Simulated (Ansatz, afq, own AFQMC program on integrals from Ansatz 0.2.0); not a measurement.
Integrals from Ansatz 0.2.0, then the random walk in our own AFQMC program (afq).

```yaml
crystal:
  periodic: [false, false, false]
  atoms:
    - {symbol: C, position_ang: [-1.252344, -1.353001, -0.254538]}
    - {symbol: C, position_ang: [-0.436932, -0.471141, -0.091086]}
    - {symbol: H, position_ang: [-1.976344, -2.135928, -0.399867]}
basis:
  gaussian: {orbitals: def2-TZVP}
magnetization: {spin_polarized: false, initial_magnetization: 1}
correlation: {method: ccsd_t, electrons: outside_noble_gas, hamiltonian_folder: ham}
```

```sh
$ ansatz run in.yaml --threads 2 --pin off --events-out ev --progress --plain --max-ram 34560MiB --backend cuda --devices 0, --max-vram 37GiB
```

afq runs on the folder ham with

```
--method phaseless --trial cisd --walkers 3900 --populations 20 --least-time 60 --time-step 0.005 --steps-per-block 50 --equilibration-blocks 56 --max-blocks 4000 --target-error 0.00018 --factor-cut 1e-05 --start spin_pure --seed 1393 --release-times 0.24,0.51,0.99,1.62,2.4 --release-step 0.03 --release-every 3 --taylor-order 6
```

Times are imaginary, in 1/Eh. The walk had a cap of 488 s. With eight or more populations the least sampling time is a fifth of least-time, and the error comes from their spread.

afq prints:

```
orbitals 66  electrons 5 4  factors 442 of 442
reference energy -76.16286954 Eh
CCSD correlation -0.28920833 Eh in 13 cycles, weight of the determinant in the CISD state 0.8695
energy of the start -76.452071 Eh
 block  time / (1/Eh)  mean weight  energy / Eh
     1     0.250  0.9998  -76.450700
     2     0.500  1.0000  -76.455342
     3     0.750  1.0002  -76.459640
     4     1.000  0.9999  -76.463013
     5     1.250  0.9999  -76.464919
     7     1.750  1.0000  -76.465287
     9     2.250  1.0003  -76.466903
    13     3.250  1.0001  -76.467306
    21     5.250  0.9997  -76.467557
    29     7.250  0.9998  -76.467964
    37     9.250  0.9999  -76.467247
    45    11.250  1.0000  -76.468299
    49    12.250  1.0004  -76.470950
    53    13.250  1.0002  -76.468490
    61    15.250  0.9998  -76.467859
    69    17.250  1.0000  -76.466731
    77    19.250  0.9998  -76.466910
    85    21.250  1.0003  -76.467635
    93    23.250  1.0003  -76.468917
   101    25.250  1.0002  -76.466718
   109    27.250  1.0002  -76.468241
   117    29.250  1.0000  -76.468150
   121    30.250  1.0002  -76.464217
   125    31.250  0.9999  -76.465300
   133    33.250  1.0001  -76.467136
   141    35.250  1.0000  -76.468125
   149    37.250  1.0003  -76.465978
   157    39.250  1.0004  -76.467975
   165    41.250  0.9999  -76.466823
   173    43.250  1.0000  -76.466914
   181    45.250  1.0002  -76.466973
   189    47.250  0.9997  -76.466628
   193    48.250  0.9999  -76.465610
error from the spread of 20 populations
released: time / (1/Eh)  energy / Eh  error  mean overlap
  0.24  -76.467470  0.000094  0.9967
  0.51  -76.493893  0.025837  0.9933
  0.99  -76.468411  0.000102  0.9891
  1.62  -76.469110  0.000252  0.9850
  2.40  -76.468845  0.000207  0.9883
energy -76.466757 +/- 0.000149 Eh
(rows thinned)
```

The run passed its tests (sampling time, drift between the halves within three errors, error under three times the target), which doesn't prove that it has relaxed. The second half of the sampling lies above the first by 2.8 errors of their difference, so the energy may still be moving and its error bar be too small.

Against this walk (error 4.0 meV) on the same determinant: CCSD(T) 24.7 meV lower, CCSDT(Q) 71.8 meV lower. The error is statistical and leaves out the bias of the constraint. The released energies have errors that jump between times, so the bars are unsure (meV from the phaseless value at times in 1/Eh: -19 ± 3 at 0.24, -738 ± 703 at 0.51, -45 ± 3 at 0.99, -64 ± 7 at 1.62, -57 ± 6 at 2.40), so they give no level; they do show a bias of the constraint, and the last of them that isn't too noisy lies 15 meV above CCSDT(Q). CCSDT(Q) is the surest value here, so the walk's 72 meV above it is most likely the bias of the constraint with this trial, which can have either sign.

Cautions: constraint bias not in the error; a spin-contaminated unrestricted determinant lies lower (UHF 449 meV lower, ⟨S²⟩ 1.15).

The walk took 3.4 min on 1 × NVIDIA H100 80GB HBM3 with 4 threads of AMD EPYC 7R13 Processor (Zen 3) (shared host) (the card was shared). The log's last line is the phaseless energy.

CCSDT and higher add their correlation energy to the determinant of the CCSD(T) run, since their own runs factorise the integrals more tightly (a shift of under 2 meV). A walk keeps the symmetry of its determinant, which the program's search chose and which needn't be the lowest solution, so a lower state of the same spin and another symmetry isn't excluded.
